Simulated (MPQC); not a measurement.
# One shape, several levels: CH5Si (SMILES C[SiH2])

Wanted: a comparison of 4 runs (UHF/STO-3G, UHF/3-21G, UHF/def2-SVP, UPBE0/def2-SVP) of CH5Si. 

The results are computed with MPQC 2.3.1.

## Step 1: The structure to begin with

The species is CH5Si (7 atoms), meant as a doublet with charge 0. SMILES: `C[SiH2]`. The shape is that of a PBE0-D4/def2-TZVP optimisation.

Bond lengths: C1–Si2 1.875 Å, C1–H3 1.094 Å, C1–H4 1.092 Å, C1–H5 1.092 Å, Si2–H6 1.491 Å, Si2–H7 1.490 Å. Angles: C1–Si2–H6 111.8°, C1–Si2–H7 111.8°, Si2–C1–H3 110.5°, Si2–C1–H4 110.8°, Si2–C1–H5 110.8°, H6–Si2–H7 109.5°, H3–C1–H4 108.1°, H3–C1–H5 108.2°, H4–C1–H5 108.3°.

## Step 2: Energy and gradient at UHF/STO-3G (run 1)

Input file mol.in:

```
% emacs should use -*- KeyVal -*- mode
molecule<Molecule>: (
    symmetry = c1
    unit = bohr
    { atoms geometry } = {
        C  [ -0.23168042 -1.51782802 0.17990193 ]
        Si [ 0.33296974 1.95548859 0.59337400 ]
        H  [ -0.38701591 -1.99347209 -1.82660927 ]
        H  [ 1.32129651 -2.61405815 0.98171272 ]
        H  [ -1.97873223 -2.09324963 1.11399355 ]
        H  [ -1.79807441 3.48919032 -0.42651119 ]
        H  [ 2.74123672 2.77411795 -0.61605072 ]
    }
)
basis<GaussianBasisSet>: (
    name = "STO-3G"
    molecule = $:molecule
    basisdir = "."
    puream = yes
)
mpqc: (
    checkpoint = no
    savestate = no
    restart = no
    do_energy = yes
    do_gradient = yes
    optimize = no
    mole<UHF>: (
        molecule = $:molecule
        basis = $:basis
        total_charge = 0
        multiplicity = 2
        memory = 1000000000
        print_evals = yes
        print_npa = yes
        maxiter = 120
        value_accuracy = 1e-08
        guess_wavefunction<UHF>: (
            molecule = $:molecule
            total_charge = 0
            multiplicity = 2
            memory = 1000000000
            value_accuracy = 1e-3
            basis<GaussianBasisSet>: (
                name = "STO-3G"
                molecule = $:molecule
            )
        )
    )
)
```

The basis set STO-3G is read from a file made from the Basis Set Exchange's data (not shown).

Launch:

```console
mpqc mol.in > mol.out
```

Output:

```text
MPQC: Massively Parallel Quantum Chemistry
[...]
  <S^2>      = 0.751991
  total scf energy = -325.8665519490
[...]
Value of the MolecularEnergy: -325.8665519490
  Gradient of the MolecularEnergy:
      1   -0.0000607073
      2   -0.0018888260
      3    0.0073958100
      4   -0.0039093862
      5   -0.0278707208
      6    0.0102242675
      7   -0.0000847826
      8    0.0018346924
      9   -0.0096520968
     10    0.0070067456
     11   -0.0029769422
     12    0.0036977250
[...]
      symmetry = c1
[...]
      nbasis = 19
[...]
    nalpha = 13
    nbeta = 12
[...]
```

Wall time 0.26 s (1 thread of Arm Neoverse V1, shared host).

## Step 3: Energy and gradient at UHF/3-21G (run 2)

mol.in, as its differences from that of step 2:

```diff
@@ -1,13 +1,13 @@
-% emacs should use -*- KeyVal -*- mode
+% CH5Si
 molecule<Molecule>: (
     symmetry = c1
-    unit = bohr
+    unit = angstrom
     { atoms geometry } = {
-        C  [ -0.23168042 -1.51782802 0.17990193 ]
-        Si [ 0.33296974 1.95548859 0.59337400 ]
-        H  [ -0.38701591 -1.99347209 -1.82660927 ]
-        H  [ 1.32129651 -2.61405815 0.98171272 ]
-        H  [ -1.97873223 -2.09324963 1.11399355 ]
-        H  [ -1.79807441 3.48919032 -0.42651119 ]
-        H  [ 2.74123672 2.77411795 -0.61605072 ]
+        C  [ -0.122600      -0.803200       0.095200 ]
+        Si [ 0.176200       1.034800       0.314000 ]
+        H  [ -0.204800      -1.054900      -0.966600 ]
+        H  [ 0.699200      -1.383300       0.519500 ]
+        H  [ -1.047100      -1.107700       0.589500 ]
+        H  [ -0.951500       1.846400      -0.225700 ]
+        H  [ 1.450600       1.468000      -0.326000 ]
     }
@@ -15,3 +15,3 @@
 basis<GaussianBasisSet>: (
-    name = "STO-3G"
+    name = "3-21G"
     molecule = $:molecule
```

The basis set 3-21G is read from a file made from the Basis Set Exchange's data (not shown).

Launch:

```console
mpqc mol.in > mol.out
```

Output:

```text
MPQC: Massively Parallel Quantum Chemistry
[...]
  <S^2>      = 0.753767
  total scf energy = -327.9168374801
[...]
Value of the MolecularEnergy: -327.9168374801
  Gradient of the MolecularEnergy:
      1    0.0033823285
      2    0.0210861856
      3    0.0027062142
      4   -0.0027580658
      5   -0.0173768486
      6   -0.0014562780
      7   -0.0002166554
      8   -0.0000282106
      9   -0.0055447884
     10    0.0043478817
     11   -0.0018491423
     12    0.0021703486
[...]
      symmetry = c1
[...]
      nbasis = 32
[...]
    nalpha = 13
    nbeta = 12
[...]
```

It took 1.4 s on 1 thread of Arm Neoverse V1, shared host.

Run 3 isn't shown in full; the table further down has it.

## Step 4: Energy and forces at UPBE0/def2-SVP (run 4)

Input file job.in:

```
% CH5Si
molecule<Molecule>: (
  symmetry = c1
  unit = angstrom
  { atoms geometry } = {
    C  [ -0.122600 -0.803200 0.095200 ]
    Si [ 0.176200 1.034800 0.314000 ]
    H  [ -0.204800 -1.054900 -0.966600 ]
    H  [ 0.699200 -1.383300 0.519500 ]
    H  [ -1.047100 -1.107700 0.589500 ]
    H  [ -0.951500 1.846400 -0.225700 ]
    H  [ 1.450600 1.468000 -0.326000 ]
  }
)
basis<GaussianBasisSet>: (
  name = "def2-SVP"
  molecule = $:molecule
  basisdir = "."
  puream = yes
)
mpqc: (
  checkpoint = no
  savestate = no
  restart = no
  do_energy = yes
  do_gradient = yes
  optimize = no
  mole<UKS>: (
    molecule = $:molecule
    basis = $:basis
    total_charge = 0
    multiplicity = 2
    memory = 1000000000
    print_evals = yes
    print_npa = yes
    maxiter = 120
    value_accuracy = 1e-08
    functional<SumDenFunctional>: (
      a0 = 0.25
      coefs = [ 0.75 1 ]
      funcs: [ <PBEXFunctional>: () <PBECFunctional>: () ]
    )
    integrator<RadialAngularIntegrator>: ( grid = xfine )
    guess_wavefunction<UHF>: (
      molecule = $:molecule
      total_charge = 0
      multiplicity = 2
      memory = 1000000000
      value_accuracy = 1e-3
      basis<GaussianBasisSet>: (
        name = "3-21G"
        molecule = $:molecule
      )
    )
  )
)
```

The basis set def2-SVP is read from a file made from the Basis Set Exchange's data (not shown).

Launch:

```console
mpqc job.in > job.out
```

Output:

```text
MPQC: Massively Parallel Quantum Chemistry
[...]
  Integrated electron density error = -0.000423561169
  iter     1 energy = -330.2045578005 delta = 1.39610e-01
  Integrated electron density error = -0.000505079013
  iter     2 energy = -330.2537976734 delta = 1.44149e-02
[...]
  Integrated electron density error = -0.000000243578
  iter    21 energy = -330.2565711063 delta = 1.09857e-07
  Integrated electron density error = -0.000000243578
  iter    22 energy = -330.2565711063 delta = 5.90935e-08
  Integrated electron density error = -0.000000243578
  iter    23 energy = -330.2565711063 delta = 2.72129e-08
[...]
  <S^2>      = 0.752083
  total scf energy = -330.2565711063
[...]
  Integrated electron density error = -0.000000243918
  Total Gradient:
[...]
Value of the MolecularEnergy: -330.2565711063
  Gradient of the MolecularEnergy:
      1   -0.0005312442
      2   -0.0029223808
      3   -0.0005219680
      4   -0.0001700302
      5   -0.0008474688
      6   -0.0018600036
      7    0.0004403576
      8    0.0013520399
      9    0.0054874415
     10   -0.0042965579
     11    0.0032071714
     12   -0.0022278585
[...]
        symmetry = c1
[...]
        nbasis = 57
[...]
      nalpha = 13
      nbeta = 12
[...]
```

It took 81 s on 1 thread of Arm Neoverse V1, shared host; peak memory 0.32 GiB.

## Step 5: All runs side by side

```
run           level  starting guess  integration grid  energy (Eh)   ⟨S²⟩  largest force (eV/Å)  wall time
  1      UHF/STO-3G          STO-3G                 –  -325.866552  0.752                 1.672     0.26 s
  2       UHF/3-21G          STO-3G                 –  -327.916837  0.754                 1.107      1.4 s
  3    UHF/def2-SVP           3-21G                 –  -329.551697  0.753                 0.407      7.8 s
  4  UPBE0/def2-SVP           3-21G             xfine  -330.256571  0.752                 0.301       81 s
```

## Step 6: Outcome

| quantity | value |
| --- | --- |
| run 4: total energy | -330.25657 Eh |
| run 4: ⟨S²⟩ | 0.752 |
| run 4: largest force on an atom | 0.301 eV/Å |

**Reading.** In run 1 the basis is minimal, so the values are rough. All runs together took 90 s, the longest 81 s.
